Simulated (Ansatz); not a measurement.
**B₂H₂ (singlet): wave-function methods side by side at a displaced geometry (v2), cc-pVTZ**

One table from this session's results is given with a row withheld; the runs are named, their logs left out.

Computed with Ansatz 0.2.0, Gaussian basis. Level: cc-pVTZ, core rule «outside noble gas», up to 2 orbitals frozen.

To be run: UHF; CCSD(T) on RHF; CCSD(T) on UHF; BCCD(T) on RHF; CCSDT(Q) on RHF.

13 further runs of the same task are left out: 1 for a known fault of the program, 7 that didn't finish, 5 set aside as unsound or not needed.

### The geometry

The geometry is a PBE0/def2-TZVP stationary point (not a proven minimum) with its atoms shifted at random (size 0.100 Å).

4 atoms, charge 0, spin multiplicity 1.

Atoms are counted from 1 here; the program's logs count them from 0.

Bond lengths: B1–B2 1.522 Å, B1–H3 1.183 Å, B2–H4 1.180 Å. Angles: B2–B1–H3 169.5°, B1–B2–H4 165.3°.

Set-up of the first run:

File in.yaml:

```yaml
crystal:
  periodic: [false, false, false]
  atoms:
    - {symbol: B, position_ang: [0.064568, 0.023749, 0.753361]}
    - {symbol: B, position_ang: [-0.100306, 0.032123, -0.760085]}
    - {symbol: H, position_ang: [-0.023685, -0.000301, 1.932509]}
    - {symbol: H, position_ang: [0.059423, -0.055571, -1.925785]}
basis:
  gaussian: {orbitals: cc-pVTZ}
magnetization: {spin_polarized: true, initial_magnetization: 0}
hamiltonian: {xc: hf}
output: {orbitals: {seedname: orbitals}}
```

The run is started by

```console
ansatz run in.yaml --threads 1 --pin off --events-out ev --progress --plain --max-ram 2393MiB
```

Steps of the session up to this table: UHF; CCSD(T) on RHF; CCSD(T) on UHF; BCCD(T) on RHF; CCSDT(Q) on RHF.

One table of the session follows, with a row left open; its other results are not shown here.

```
   method  from RCCSDT(Q) (kJ/mol)
      RHF                   +576.7
      UHF                        ?
     RMP2                   +122.7
     UMP2                    +68.9
    RCCSD                    +38.6
    UCCSD                    -10.8
 RCCSD(T)                    +16.3
 UCCSD(T)                    -31.5
  BCCD(T)                    +16.3
   RCCSDT                     +5.3
RCCSDT(Q)                        0
```

**Question.** Estimate the row for UHF.

**Answer.** from RCCSDT(Q) (kJ/mol): +482.1. In the column «from RCCSDT(Q) (kJ/mol)» it lies between RMP2 (+122.7) and RHF (+576.7).

The program flags UCCSD(T), RCCSDT(Q) as in doubt (see the logs), so the zero of the table is itself unsure.

Caveats from the session: The determinant is far from a pure spin state, so its energy mixes those of several spin states (harmless only where they are near-degenerate, as at dissociation). The report flags that the cluster equations may have other roots. The program flags UCCSD(T), RCCSDT(Q) as in doubt, so the zero of the table is itself unsure. Warnings: restricted reference is unstable; spin contamination. Restricted and unrestricted rows rest on different reference determinants; where their highest levels disagree by more than a few hundredths of an eV, they describe different states and don't form one ladder.
